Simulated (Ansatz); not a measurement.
Two shapes of singlet CH4.

Shape 1:

```xyz
5

C     0.0306    0.0043   -0.0393
H     0.6607    0.6198    0.6738
H     0.6828   -0.6375   -0.6444
H    -0.5955    0.6169   -0.6070
H    -0.6741   -0.6232    0.6061
```

Shape 2:

```xyz
5

C     0.0000    0.0000    0.0000
H     0.5833    0.5833    0.5833
H     0.5833   -0.5833   -0.5833
H    -0.5833    0.5833   -0.5833
H    -0.5833   -0.5833    0.5833
```

Basis set: cc-pVTZ (spherical functions). Frozen core: 1 orbital. Charge 0, multiplicity 1.

Computed with Ansatz (development build ahead of 0.2.0); each method stands on the lowest determinant of its kind that the runs found.

(1) Which shape is lower in energy, and by how much in each method?

Answers

(1)

```json
{"method": "RHF", "E(2) − E(1) (eV)": "0.276"}
{"method": "RHF-MP2", "E(2) − E(1) (eV)": "0.313"}
```

Shape 1 is lower.
